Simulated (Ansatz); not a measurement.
**Worked example: the step energy**

An elementary step of AlH3O2, singlet (AlH₃O₂ ([OH][AlH][OH]) → AlHO ([OH][Al]) + H₂O (still joined by a long Al–O bond); Al–O, Al–H broken or loosened, O–H formed or tightened). “Start” and “end” are the PBE0-D4/def2-TZVP structures reached by relaxing down either side of its saddle point, with the molecules still in contact.

Computed with Ansatz 0.2.0 (basis: def2-TZVPP and def2-QZVPP); correlated methods freeze the cores.

Energies in eV:

| quantity | end | start |
| --- | --- | --- |
| Hartree–Fock, triple zeta (X = 3) | -10708.09459 | -10710.01513 |
| Hartree–Fock, quadruple zeta (X = 4) | -10708.48796 | -10710.43017 |
| MP2 correlation, X = 3 | -15.53959 | -15.43268 |
| MP2 correlation, X = 4 | -16.80298 | -16.69958 |
| CCSD(T) correlation, X = 3 | -16.51546 | -16.26988 |

Question: Work out the step energy at the basis limit: extrapolate Hartree–Fock as E(X) = E∞ + A exp(−7.88 √X) and the MP2 correlation as E(X) = E∞ + B X^−2.97 (the exponents that Neese and Valeev fitted for def2-TZVPP and QZVPP), then add CCSD(T) − MP2 in triple zeta.

Answer: Each step is linear, so take the differences first (end − start): Hartree–Fock 1.92054 (X = 3) and 1.94221 (X = 4); MP2 correlation -0.10691 and -0.10340; CCSD(T) correlation -0.24558.
Two points give E∞ = E(4) + w [E(4) − E(3)], with w = 1/(exp(7.88 (2 − √3)) − 1) = 0.1377 for Hartree–Fock and w = 1/((4/3)^2.97 − 1) = 0.7407 for the correlation.
Hartree–Fock: 1.94221 + 0.1377 × 0.02167 = 1.9452 eV.
MP2 correlation: -0.10340 + 0.7407 × 0.00351 = -0.1008 eV.
CCSD(T) − MP2: -0.24558 − (-0.10691) = -0.1387 eV.
Sum: 1.9452 + (-0.1008) + (-0.1387) = 1.7057 eV, or 39.33 kcal/mol. Plain CCSD(T) in triple zeta gives 1.6750 eV, so the larger basis shifts the result by 0.0307 eV.

No T1 diagnostic of these runs exceeds 0.018. The restricted Hartree–Fock reference is unstable towards an unrestricted one at one or more of these structures.

Labels in which every atom is bracketed show which atoms are joined, not bond orders.

For scale, one of the runs: CCSD(T)/def2-TZVPP, 146 basis functions, launched by `ansatz run in.yaml --threads 2 --pin off --events-out ev --progress --plain --max-ram 4352MiB`. Hardware: 2 CPU threads of an Intel Xeon Platinum 8259CL, shared host. Wall time 16 s; peak host memory 0.91 GiB.
